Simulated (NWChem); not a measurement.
**Correlation energy of CS**

```xyz
2

C      0.0000     0.0000     1.1192
S      0.0000     0.0000    -0.4197
```
Charge 0, spin multiplicity 1.

Program: NWChem. Structure: optimised with B3LYP/def2-SVP, a minimum by its harmonic frequencies.

Basis set: def2-TZVP. Each correlation energy counts from its own Hartree-Fock reference.

The correlated methods keep 6 core orbitals frozen. The structure started from a generated list of species. Coupled-cluster values serve here as a point of comparison, not as the truth.

**Question.** One of these methods gave a correlation energy of -338.4 mHa. Which?
A) CCSD
B) CR-CCSD(T)
C) CCSD(T)
D) MP2

**Answer.** C, CCSD(T). The others give -333.6 (CR-CCSD(T)), -317.1 (CCSD), -300.1 (MP2).
